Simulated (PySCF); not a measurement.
**A basis-limit estimate, worked out**

An elementary step of AlH3O2, closed shell (AlH₃O₂ ([OH][AlH][OH]) → AlHO₂ ([O][Al][OH]) + H₂; Al–H, O–H broken or loosened, H–H formed or tightened). “Start” and “end” are the PBE0-D4/def2-TZVP structures reached by relaxing down either side of its saddle point, with the molecules still in contact.

Computed with PySCF 2.14 with density fitting (its default auxiliary sets; JK sets also for MP2 and CCSD(T)) (basis: def2-TZVPP and def2-QZVPP); correlated methods freeze the cores.

Energies in eV:

| quantity | end | start |
| --- | --- | --- |
| Hartree–Fock, triple zeta (X = 3) | -10706.61317 | -10710.01332 |
| Hartree–Fock, quadruple zeta (X = 4) | -10707.02750 | -10710.42779 |
| MP2 correlation, X = 3 | -16.22051 | -15.41708 |
| MP2 correlation, X = 4 | -17.51268 | -16.69819 |
| CCSD(T) correlation, X = 3 | -16.93547 | -16.28667 |

Task: Work out the step energy at the basis limit: extrapolate Hartree–Fock as E(X) = E∞ + A exp(−7.88 √X) and the MP2 correlation as E(X) = E∞ + B X^−2.97 (the exponents that Neese and Valeev fitted for def2-TZVPP and QZVPP), then add CCSD(T) − MP2 in triple zeta.

Result: Each step is linear, so take the differences first (end − start): Hartree–Fock 3.40015 (X = 3) and 3.40029 (X = 4); MP2 correlation -0.80343 and -0.81449; CCSD(T) correlation -0.64880.
Two points give E∞ = E(4) + w [E(4) − E(3)], with w = 1/(exp(7.88 (2 − √3)) − 1) = 0.1377 for Hartree–Fock and w = 1/((4/3)^2.97 − 1) = 0.7407 for the correlation.
Hartree–Fock: 3.40029 + 0.1377 × 0.00014 = 3.4003 eV.
MP2 correlation: -0.81449 + 0.7407 × (-0.01106) = -0.8227 eV.
CCSD(T) − MP2: -0.64880 − (-0.80343) = 0.1546 eV.
Sum: 3.4003 + (-0.8227) + 0.1546 = 2.7322 eV, or 63.01 kcal/mol. Plain CCSD(T) in triple zeta gives 2.7513 eV, so the larger basis shifts the result by -0.0191 eV.

No T1 diagnostic of these runs exceeds 0.025.

Labels in which every atom is bracketed show which atoms are joined, not bond orders.

For scale, one of the runs: CCSD(T)/def2-TZVPP, 146 basis functions, launched by `OMP_NUM_THREADS=4 python run.py`. The run took 74 s on 4 CPU threads of an Arm Neoverse V2 (shared host), with 0.89 GiB of host memory at its peak.
